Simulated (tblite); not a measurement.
Compound: C5H9P.
Atom-mapped SMILES: `[CH3:1][C:2]1=[CH:3][CH2:4][CH2:5][PH:6]1` (hydrogens: H7, H8, H9 on C1; H10 on C3; H11, H12 on C4; H13, H14 on C5; H15 on P6)

Structure optimised with GFN2-xTB, isolated species.

What internal coordinates does the optimisation give?

```csv
bond,length (Å)
C1–C2,1.491
C2=C3,1.328
C3–C4,1.497
C4–C5,1.532
C5–P6,1.865
C2–P6,1.842
"C1–H7, C1–H8, C1–H9",1.089
C3–H10,1.080
"C4–H11, C4–H12",1.094
"C5–H13, C5–H14",1.093
P6–H15,1.410
```

Bonds in one row agree within 0.01 Å and their mean is given. A selection of angles:
```csv
angle,degrees
C2–C1–H7,110.9
C2–C1–H8,110.2
H7–C1–H8,109.1
H8–C1–H9,107.5
C1–C2–C3,126.7
C1–C2–P6,120.4
C3–C2–P6,112.9
C2–C3–C4,117.2
C2–C3–H10,123.4
C4–C3–H10,119.4
C3–C4–C5,107.0
C3–C4–H11,108.9
C3–C4–H12,111.6
C5–C4–H11,110.6
H11–C4–H12,107.5
C4–C5–P6,107.9
C4–C5–H13,110.2
C4–C5–H14,113.2
P6–C5–H13,106.8
P6–C5–H14,111.0
H13–C5–H14,107.5
C5–P6–H15,95.8
C2–P6–C5,89.1
C2–P6–H15,93.9
```

Dihedral angles: C1–C2–C3–C4 178° (antiperiplanar); C2–C3–C4–C5 18° (synperiplanar); C3–C4–C5–P6 -25° (synperiplanar); C4–C5–P6–C2 21° (synperiplanar); C1–C2–P6–C5 168° (antiperiplanar). The mirror-image conformer, all signs reversed, is as good.

The C–P distances run from 1.842 Å (C2–P6, drawn single) to 1.865 Å (C5–P6, drawn single), a spread of 0.023 Å. The 4 C–C bonds span 1.328 Å (C2=C3, drawn double) to 1.532 Å (C4–C5, drawn single), a spread of 0.204 Å. The 5-membered ring C2–C3–C4–C5–P6 has internal angles of 89.1° to 117.2° (sum 534°, against 540° for a flat polygon); it is puckered, 0.12 Å rms from its mean plane, widest ring torsion 25°. P6 (phosphine phosphorus) is pyramidal (angles 95.8°, 93.9° and 89.1°, sum 278.9°, 0.90 Å off the plane of its three neighbours).

Point group: C1 (no symmetry element, even within 0.4 Å). Its GFN2-xTB frequencies are all real (lowest 119 cm⁻¹). One conformer, not necessarily the lowest.

All values are computed, not measured.
